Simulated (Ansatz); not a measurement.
Solid chlorine, treated with PBEsol in Ansatz (PAW).

Settings: plane-wave cutoff 520 eV, 6×6×4 k mesh (along the axes of the cell as run), scalar-relativistic PAW data made under PBE.

Computed at the level's own relaxed cell.

Problem. Give the computed elastic constant C44, elastic constant C11, elastic constant C33, elastic constant C13, Young modulus, elastic constant C12 and elastic constant C66.

Solution. 
- elastic constant C44 = 16.8 GPa
- elastic constant C11 = 4.40 GPa
- elastic constant C33 = 32.0 GPa
- elastic constant C13 = -0.25 GPa
- Young modulus = 10.8 GPa
- elastic constant C12 = 1.55 GPa
- elastic constant C66 = 2.07 GPa

Note: the cell comes from a level without a dispersion term, which matters for the spacing of layers, chains or molecules.

Elastic constants are with the ions relaxed.

Static lattice: no zero-point or thermal effects.

Ansatz is a quantum-chemistry and plane-wave program.
